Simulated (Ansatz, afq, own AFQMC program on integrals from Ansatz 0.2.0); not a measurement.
Integrals from Ansatz 0.2.0, then the random walk in our own AFQMC program (afq).

```yaml
crystal:
  periodic: [false, false, false]
  atoms:
    - {symbol: Ge, position_ang: [-0.042193, 0.000000, 0.662306]}
    - {symbol: Al, position_ang: [0.019956, 0.000001, -1.825711]}
    - {symbol: H, position_ang: [0.749707, -1.065978, -0.343663]}
    - {symbol: H, position_ang: [0.749700, 1.065983, -0.343662]}
    - {symbol: H, position_ang: [1.007150, 0.000002, 1.828832]}
basis:
  gaussian: {orbitals: cc-pVTZ}
magnetization: {spin_polarized: false}
correlation: {method: ccsd_t, electrons: outside_noble_gas, hamiltonian_folder: ham}
```

```sh
$ ansatz run in.yaml --threads 1 --pin off --events-out ev --progress --plain --max-ram 16896MiB --backend cuda --devices 0, --max-vram 18GiB
```

Options of the walk:

```
--method phaseless --trial hf --walkers 1000 --populations 20 --least-time 40 --time-step 0.005 --steps-per-block 20 --equilibration-blocks 112 --max-blocks 4000 --target-error 0.0009500 --factor-cut 1e-05 --seed 9046 --taylor-order 6
```

Times are imaginary, in 1/Eh. The walk had a cap of 89 s. With eight or more populations the least sampling time is a fifth of least-time, and the error comes from their spread. Filled inner d shells are frozen with the cores.

afq prints:

```
orbitals 100  electrons 5 5  factors 674 of 731
reference energy -2319.01712805 Eh
CCSD correlation -0.23002327 Eh in 11 cycles, weight of the determinant in the CISD state 0.8444
energy of the start -2319.017128 Eh
 block  time / (1/Eh)  mean weight  energy / Eh
     1     0.100  1.0009  -2319.057888
     2     0.200  1.0005  -2319.087201
     3     0.300  1.0012  -2319.112013
     4     0.400  1.0012  -2319.131167
     5     0.500  1.0010  -2319.146236
     8     0.800  1.0007  -2319.184242
    15     1.500  1.0004  -2319.222155
    57     5.700  1.0001  -2319.254947
    99     9.900  0.9999  -2319.264686
   141    14.100  0.9999  -2319.252750
   183    18.300  0.9999  -2319.255158
   225    22.500  0.9995  -2319.252907
   253    25.300  1.0000  -2319.251240
   267    26.700  0.9997  -2319.259779
   309    30.900  0.9996  -2319.251509
   337    33.700  0.9999  -2319.272643
   351    35.100  1.0003  -2319.265343
   393    39.300  1.0001  -2319.262322
   435    43.500  0.9997  -2319.259695
   477    47.700  1.0005  -2319.254302
   519    51.900  1.0001  -2319.254263
   561    56.100  0.9996  -2319.258362
error from the spread of 20 populations
energy -2319.259604 +/- 0.001225 Eh
(rows thinned)
```

The run passed its tests (sampling time, drift between the halves within three errors, error under three times the target), which doesn't prove that it has relaxed, ending at its cap on processor time.

Against this walk (error 33.3 meV) on the same determinant: CCSD(T) 67.1 meV higher, CCSDT(Q) 13.7 meV higher (within the noise), a separate phaseless walk with a CISD trial and standard settings 23.6 ± 33.7 meV higher (within the noise). The error is statistical and leaves out the bias of the constraint.

Cautions: constraint bias not in the error; error above the target (33.3 against 25.9 meV); no relativity below Rb; no spin-orbit coupling; inner d shell frozen.

The walk took 89 s on 1 × NVIDIA H100 80GB HBM3 with 2 threads of AMD EPYC 7R13 Processor (Zen 3) (shared host) (the card was shared). The log's last line is the phaseless energy.

CCSDT and higher add their correlation energy to the determinant of the CCSD(T) run, since their own runs factorise the integrals more tightly (a shift of under 2 meV). A walk keeps the symmetry of its determinant, which the program's search chose and which needn't be the lowest solution, so a lower state of the same spin and another symmetry isn't excluded.
